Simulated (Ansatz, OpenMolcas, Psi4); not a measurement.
## Strength of the C–H bond: SiH2(CH3)F → SiH2(CH2)F + H

Species: SiH2(CH3)F, singlet; SiH2(CH2)F, doublet; H atom, doublet. 

Shapes, held fixed at every level: PBE0-D4/def2-TZVP. Flexible molecules stand in one conformer, not always the lowest. Programs: Ansatz 0.2.0, OpenMolcas 26.06, Psi4 1.11. A level may come from different programs for different species; with the same settings they agree closely. Electronic energies: no zero-point or thermal term.

(1) Estimate ΔE of this reaction.

Answers

(1) BHLYP/6-311+G** gives ΔE = +441.0 kJ/mol; the levels span +435.3 to +447.5. The median of the levels is +441.6. No measured value is set beside it here. Open shells run unrestricted.

| level | kind | ΔE (kJ/mol) |
| --- | --- | --- |
| BLYP/6-311+G** | GGA | +441.6 |
| revPBE/6-311+G** | GGA | +435.3 |
| M06-L/6-311+G** | meta-GGA | +441.2 |
| TPSS/6-311+G** | meta-GGA | +446.7 |
| B3LYP/6-311+G** | global hybrid | +447.5 |
| PBE0/6-311+G** | global hybrid | +443.3 |
| BHLYP/6-311+G** | global hybrid | +441.0 |
